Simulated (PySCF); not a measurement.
# CHFO2: the cost of one run

Computed with PySCF 2.14.0; each step states its level. No surroundings beyond the atoms listed, unless a continuum is named. Atoms count from 0, parts from 1.

## 1. The system as given

5 atoms, charge 0, multiplicity 1; geometry: GFN2-xTB. Parts: 1 = atoms 0–1, `F`, charge 0; 2 = atoms 2–4, `O=C=O`, charge 0.

## 2. Geometry optimisation at PBE0-D3(BJ)/def2-TZVPD

The job: settings as JSON, then the geometry in Å.

```
{"job": {"xc": "PBE0", "basis": "def2-TZVPD", "d3": "d3bj", "grid": 3, "kind": "geom", "shake": 0.01}, "charge": 0, "multiplicity": 1, "parts": [{"atoms": "0-1", "charge": 0, "multiplicity": 1}, {"atoms": "2-4", "charge": 0, "multiplicity": 1}]}
F     -0.074610     0.409774    -0.134154
H     -0.014234    -0.461716     0.131798
O      0.146921    -2.210586     0.656146
C      0.308590    -3.299854     0.989501
O      0.380355    -4.395241     1.307685
```

Started as:

```bash
OMP_NUM_THREADS=1 python cluster_run.py task.json out
```

The driver reads the jobs from task.json and runs them one after another.

Q: Estimate the wall time and peak memory of this first job on 1 thread of Intel Xeon 6975P-C, shared host.

About 25 s, with a peak of 0.61 GiB.
